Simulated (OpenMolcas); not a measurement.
# One shape, several levels: [SF3]+ (SMILES F[S+](F)F)

Aim: a comparison of 6 runs (HF/3-21G, BLYP/6-311+G**, M06-2X/6-311+G**, PBE0/6-311+G**, SVWN5/6-311+G**, TPSS/6-311+G**) of [SF3]+. 

Program for the calculation: OpenMolcas 26.06.

1 further run of the same task is left out (set aside as unsound or not needed).

**1. Starting point**

[SF3]+ has 4 atoms, charge +1, and is taken as a singlet. As SMILES, `F[S+](F)F`. Geometry: relaxed at PBE0-D4/def2-TZVP.

Bond lengths: F1–S2 1.503 Å, S2–F3 1.503 Å, S2–F4 1.503 Å. Angles: F1–S2–F3 99.6°, F1–S2–F4 99.6°, F3–S2–F4 99.6°.

**2. Energy and gradient at HF/3-21G (run 1)**

Input file run.inp:

```
&gateway
 baslib=$CurrDir
 coord
 4
 bohr
 F      1.17733717     0.36099438     2.20674658
 S      0.81781677    -0.11066236    -0.57020596
 F     -1.03069442    -2.26287145    -0.45088865
 F     -0.96445952     2.01253943    -1.18565197
 basis=3-21G
 group=NoSym

&seward

&scf
 charge=1
 thresholds=1e-10 1e-07 1e-07 1e-05
 prorbitals=1 2

&alaska
```

The basis set 3-21G is read from a file made from the Basis Set Exchange's data (not shown).

Command:

```console
export MOLCAS_MEM=1860
pymolcas run.inp > run.log
```

The program printed:

```text
--- Start Module: gateway ---
[...]
--- Stop Module: gateway /rc=_RC_ALL_IS_WELL_ ---
[...]
      Basis functions           40
[...]
--- Start Module: scf ---
[...]
       Convergence after  13 Iterations
[...]
::    Total SCF energy                               -691.7543383268
[...]
      Total spin, S                                     0.0000000000
[...]
      Total electronic charge=   42.000000
      Total            charge=    1.000000
[...]
      Dipole Moment (debye):
      Origin of the operator (angstrom)=    0.0631   -0.0085   -0.0440
                   X=  2.3804E+00               Y= -3.2210E-01               Z= -1.6597E+00           Total=  2.9197E+00
      Center of Charge (angstrom)
[...]
--- Stop Module: scf /rc=_RC_ALL_IS_WELL_ ---
--- Start Module: alaska ---
[...]
 *              Molecular gradients               *
 **************************************************
  Irreducible representation: a
 ------------------------------------------------------------------------------------------
                              X                       Y                       Z
 ------------------------------------------------------------------------------------------
  F1               -8.23679023372392E-03   -1.65550310535920E-02   -9.70708347616842E-02
  S2               -1.22992911589115E-01    1.66414246665076E-02    8.57639652488231E-02
  F3                6.67409346908023E-02    7.25421916721629E-02   -6.82023860050229E-03
  F4                6.44887671320760E-02   -7.26285852850559E-02    1.81271081133136E-02
 ------------------------------------------------------------------------------------------
--- Stop Module: alaska /rc=_RC_ALL_IS_WELL_ ---
[...]
```

Run time: 2.8 s. Hardware: 1 thread of Intel Xeon Platinum 8259CL at 2.50GHz (Skylake/Cascade Lake), shared host; peak memory 0.38 GiB.

**3. Energy and forces at BLYP/6-311+G(d,p) (run 2)**

Input file mol.input:

```
&gateway
  baslib
  $CurrDir
  coord
  4
  angstrom
  F        0.623020       0.191030       1.167760
  S        0.432770      -0.058560      -0.301740
  F       -0.545420      -1.197460      -0.238600
  F       -0.510370       1.064990      -0.627420
  basis
  6-311pGss
  group
  NoSym

&seward
  gridinput
  Grid=UltraFine
  End of Grid

&scf
  charge
  1
  ksdft
  BLYP
  thresholds
  1e-10 1e-07 1e-07 1e-05
  prorbitals
  1

&alaska
```

The basis set 6-311+G** is read from a file made from the Basis Set Exchange's data (not shown).

Command:

```console
export MOLCAS_MEM=1860
pymolcas mol.input > mol.log
```

The program printed:

```text
--- Start Module: gateway ---
[...]
--- Stop Module: gateway /rc=_RC_ALL_IS_WELL_ ---
[...]
      Basis functions           96
[...]
--- Start Module: scf ---
[...]
       Convergence after  17 Iterations
[...]
::    Total KS-DFT energy                            -697.3797629454
[...]
      Total spin, S                                     0.0000000000
[...]
      Total electronic charge=   42.000000
      Total            charge=    1.000000
[...]
      Dipole Moment (debye):
      Origin of the operator (angstrom)=    0.0631   -0.0085   -0.0440
                   X=  1.5447E+00               Y= -2.0903E-01               Z= -1.0770E+00           Total=  1.8947E+00
      Center of Charge (angstrom)
[...]
--- Stop Module: scf /rc=_RC_ALL_IS_WELL_ ---
[...]
--- Start Module: alaska ---
[...]
 *              Molecular gradients               *
 **************************************************
  Irreducible representation: a
 ------------------------------------------------------------------------------------------
                              X                       Y                       Z
 ------------------------------------------------------------------------------------------
  F1               -1.02530668702636E-02   -9.39132903083273E-03   -5.55855108147725E-02
  S2               -5.93651520493488E-02    8.02423622426796E-03    4.13945079971736E-02
  F3                3.54935312361402E-02    4.49753889101956E-02   -5.15421410458350E-04
  F4                3.41246876833985E-02   -4.36082961035602E-02    1.47064242278567E-02
 ------------------------------------------------------------------------------------------
--- Stop Module: alaska /rc=_RC_ALL_IS_WELL_ ---
[...]
```

Wall time 37 s (1 thread of Intel Xeon Platinum 8259CL at 2.50GHz (Skylake/Cascade Lake), shared host); peak memory 0.53 GiB.

Runs 3 to 5 aren't shown in full; the table further down has their settings and results.

**4. Energy and forces at TPSS/6-311+G(d,p) (run 6)**

Input file struct.xyz:

```xyz
4

F      0.623020     0.191030     1.167760
S      0.432770    -0.058560    -0.301740
F     -0.545420    -1.197460    -0.238600
F     -0.510370     1.064990    -0.627420
```

Input file job.input:

```
* F3S Kohn-Sham DFT
>>> EXPORT MOLCAS_PRINT=2

&GATEWAY
 BasLib=$CurrDir
 Coord=struct.xyz
 Basis=6-311pGss
 Group=NoSym

&SEWARD
 GridInput
 Grid=UltraFine
 End of Grid

&SCF
 Charge=1
 KSDFT=2
 1.0 MGGA_X_TPSS
 1.0 MGGA_C_TPSS
 Thresholds=1e-10 1e-07 1e-07 1e-05
 PrOrbitals=1 1

&ALASKA
```

The basis set 6-311+G** is read from a file made from the Basis Set Exchange's data (not shown).

Command:

```console
export MOLCAS_MEM=1860
pymolcas job.input > job.log
```

The program printed:

```text
--- Start Module: gateway ---
[...]
--- Stop Module: gateway /rc=_RC_ALL_IS_WELL_ ---
[...]
      Basis functions           96
[...]
--- Start Module: scf ---
[...]
       Convergence after  16 Iterations
[...]
::    Total KS-DFT energy                            -697.4304030691
[...]
      Total spin, S                                     0.0000000000
[...]
      Total electronic charge=   42.000000
      Total            charge=    1.000000
[...]
      Dipole Moment (debye):
      Origin of the operator (angstrom)=    0.0631   -0.0085   -0.0440
                   X=  1.4910E+00               Y= -2.0176E-01               Z= -1.0396E+00           Total=  1.8288E+00
      Center of Charge (angstrom)
[...]
--- Stop Module: scf /rc=_RC_ALL_IS_WELL_ ---
[...]
--- Start Module: alaska ---
[...]
 *              Molecular gradients               *
 **************************************************
  Irreducible representation: a
 ------------------------------------------------------------------------------------------
                              X                       Y                       Z
 ------------------------------------------------------------------------------------------
  F1               -8.15967316398325E-03   -7.39445696374830E-03   -4.37369919297410E-02
  S2               -4.65374610481248E-02    6.30658492736380E-03    3.24503225993560E-02
  F3                2.78890953077653E-02    3.54477201984196E-02   -3.51032159668918E-04
  F4                2.68080389042868E-02   -3.43598481620262E-02    1.16377014898923E-02
 ------------------------------------------------------------------------------------------
--- Stop Module: alaska /rc=_RC_ALL_IS_WELL_ ---
[...]
```

It took 47 s on 1 thread of Intel Xeon Platinum 8259CL at 2.50GHz (Skylake/Cascade Lake), shared host; peak memory 0.53 GiB.

**5. Overview of the runs**

```tsv
run	level	integration grid	energy (Eh)	HOMO energy (eV)	LUMO energy (eV)	HOMO–LUMO gap (eV)	wall time
1	HF/3-21G	–	-691.754338	-23.58	-4.51	19.07	2.8 s
2	BLYP/6-311+G**	UltraFine	-697.379763	-17.58	-10.19	7.39	37 s
3	M06-2X/6-311+G**	UltraFine	-697.256705	-20.97	-8.22	12.75	38 s
4	PBE0/6-311+G**	UltraFine	-696.958678	-19.37	-9.25	10.12	37 s
5	SVWN5/6-311+G**	UltraFine	-694.161494	-17.84	-10.56	7.29	31 s
6	TPSS/6-311+G**	UltraFine	-697.430403	-17.79	-10.20	7.59	47 s
```

**6. What came out**

| quantity | value |
| --- | --- |
| run 6: total energy | -697.43040 Eh |
| run 6: HOMO energy | -17.79 eV |
| run 6: LUMO energy | -10.20 eV |
| run 6: HOMO–LUMO gap | 7.59 eV |
| run 6: largest force on an atom | 2.935 eV/Å |

In words: The HOMO–LUMO gap runs from 7.29 eV (SVWN5/6-311+G**) to 19.07 eV (HF/3-21G). The two ends differ in method and basis. Totals of different functionals can't be ranked against each other. All runs together took 3.2 min, the longest 47 s.
